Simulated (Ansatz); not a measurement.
Input for Ansatz (development build ahead of 0.2.0):

```yaml
crystal:
  periodic: [false, false, false]
  atoms:
    - { symbol: C, position_ang: [9.0e-05, 3.0e-05, -2.0e-05] }
    - { symbol: C, position_ang: [0.8891, 0.88922, 0.88911] }
    - { symbol: C, position_ang: [0.88917, -0.88911, -0.88903] }
    - { symbol: C, position_ang: [-0.88921, 0.88914, -0.88909] }
    - { symbol: C, position_ang: [-0.88906, -0.88918, 0.88917] }
    - { symbol: H, position_ang: [0.26017, 1.51868, 1.5187] }
    - { symbol: H, position_ang: [1.51859, 0.26033, 1.51868] }
    - { symbol: H, position_ang: [1.5187, 1.51873, 0.26021] }
    - { symbol: H, position_ang: [0.26031, -1.5186, -1.51859] }
    - { symbol: H, position_ang: [1.51858, -0.26032, -1.51862] }
    - { symbol: H, position_ang: [1.51867, -1.51864, -0.26035] }
    - { symbol: H, position_ang: [-1.51872, 0.2603, -1.51871] }
    - { symbol: H, position_ang: [-1.51867, 1.51874, -0.2602] }
    - { symbol: H, position_ang: [-0.26019, 1.51858, -1.51864] }
    - { symbol: H, position_ang: [-1.51874, -1.51871, 0.26025] }
    - { symbol: H, position_ang: [-0.26022, -1.51868, 1.51874] }
    - { symbol: H, position_ang: [-1.51873, -0.26032, 1.51865] }
basis:
  gaussian: { orbitals: cc-pVDZ }
hamiltonian:
  xc: hf
correlation:
  method: mp2
  frozen_orbitals: { C: 1, H: 0 }
```

The input is written out in the form of the current development build from the run's settings.

Output:

```
Converged                       : yes
Reference energy                : -196.34620 hartree
Correlation energy              : -0.73847 hartree
Total energy                    : -197.08467 hartree
Spin squared of the determinant : 0.000
```
